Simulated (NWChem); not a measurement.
System: hydrazine (N2H4); SMILES NN

Input file for NWChem:

```
start job
memory heap 200 mb stack 900 mb global 1100 mb
geometry units angstroms noautoz
  N     -0.068466     0.707447     0.075727
  N      0.068466    -0.707447     0.075727
  H      0.849513     1.113869     0.294813
  H     -0.339383     1.086120    -0.846530
  H     -0.849513    -1.113869     0.294813
  H      0.339383    -1.086120    -0.846530
end
basis spherical
  * library def2-svp
end
dft
  xc xwpbe 1.00 cpbe96 1.0 hfexch 1.00
  cam 0.6 cam_alpha 0.0 cam_beta 1.0
  iterations 150
  vectors input atomic output neutral.movecs
end
task dft energy
charge 1
dft
  odft
  mult 2
  vectors input atomic output cation.movecs
end
task dft energy
```

Geometry: optimised at PBE-D3(BJ)/def2-SVP.

Ions are spin-unrestricted doublets at the neutral geometry; other ion states weren't tried. Functional: LC-ωPBE (HJS hole) with def2-SVP; the question gives the range parameter ω in 1/bohr.

Give the results of this calculation. (LC-wPBE (HJS exchange hole, range parameter 0.6 per bohr)/def2-SVP, vertical spin-unrestricted ions.) Quantities: vertical ionisation energy, ΔSCF (eV); −ε(HOMO) (eV).


```
Property                               Value
-------------------------------------  -----
vertical ionisation energy, ΔSCF (eV)  10.36
−ε(HOMO) (eV)                          10.83
```
